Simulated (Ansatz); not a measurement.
**H$_{3}$Si–BH$_{2}$, singlet: the ladder up to RCCSDT(Q)**

Geometry: displaced at random from a stationary point.

```xyz
7

Si    0.0032    0.0050    0.5868
B     0.0023   -0.0038   -1.4350
H     0.0503    1.3926    1.1692
H     1.1497   -0.7583    1.0411
H    -1.2970   -0.7421    0.9896
H    -0.0311    0.9935   -2.1200
H     0.0146   -0.9853   -2.0378
```

Basis cc-pVDZ; Ansatz 0.2.0. Correlated methods freeze the noble-gas cores, which leaves 12 electrons in 51 orbitals. Prefix R: restricted or restricted open-shell reference. Active spaces: frontier = (8e, 8o) about the gap.

Full CI isn't at hand for all of this; RCCSDT(Q) serves as the reference, and is uncertain by the last step of the cluster series or more.

```
UHF ⟨S²⟩                          : 0.000
T1 diagnostic (RCCSD)             : 0.0115
largest doubles amplitude (RCCSD) : 0.033
```

| level | E − E(RCCSDT(Q)) (kJ/mol) | share of correlation (%) | wall time |
| --- | --- | --- | --- |
| RHF | 634.9 | 0.00 | – |
| RMP2 | 137.1 | 78.41 | – |
| CISD | 67.5 | 89.36 | 2.1 s |
| RCCSD | 16.4 | 97.42 | – |
| RCCSD(T) | 3.2 | 99.50 | 2.1 s |
| BCCD(T) | 3.1 | 99.51 | 0.87 s |
| RCCSDT | 0.5 | 99.92 | – |

The correlation energy at RCCSDT(Q), counted from RHF, is -6.580 eV. That run took 40 s on 1 thread of Arm Neoverse V1, shared host.

Run but not shown, since their state, orbitals or frozen core can't be matched to the reference's or they repeat it: CASSCF (frontier space), NEVPT2 (frontier space), MRCISD (frontier space), MRCISD+Q (frontier space).

Times hold each run's SCF and search for its determinant on a shared host, so for small cases they say little of a method's own cost; they ran on 1 thread of Arm Neoverse V1. Some runs computed forces too.
